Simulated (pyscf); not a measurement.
Structures and frequencies: ωB97X-D3(BJ)/def2-SVP in PySCF.

Question: PBE/def2-TZVP puts the barrier of F–Si•(F)–O–Si(F)(F)–F + F–CH₂–F → F–Si(F)(F)–O–Si(F)(F)–F + •H₂C–F (atom transfer; doublet surface; C–F broken, F–Si formed) at 12.7 kcal/mol and the reaction energy at -35.8 kcal/mol, from the separated reactants. What do PBE0-D3(BJ)/def2-TZVP, M06-2X/def2-TZVP, ωB97M-D3(BJ)/def2-TZVP give on the same structures?

Answer: PBE0-D3(BJ): ΔE‡ = 18.7 kcal/mol, ΔE = -39.2 kcal/mol; M06-2X: ΔE‡ = 21.2 kcal/mol, ΔE = -41.1 kcal/mol; ωB97M-D3(BJ): ΔE‡ = 20.4 kcal/mol, ΔE = -43.1 kcal/mol. PBE's barrier lies under all of them, by 6.0 to 8.5 kcal/mol. Its reaction energy lies over all of them, by 3.4 to 7.4 kcal/mol. Low barriers are usual for a GGA, whose delocalisation error favours stretched bonds. On the product side the descent ends in a complex (not fully relaxed), 4.1 kcal/mol under the separated species and 69.2 kcal/mol under the saddle at ωB97X-D3(BJ)/def2-TZVP. At ωB97X-D3(BJ) the barrier from the zero used here is 23.5 kcal/mol. One saddle was located; it need not be the lowest between these sides. The angle at the transferred F is 134°.
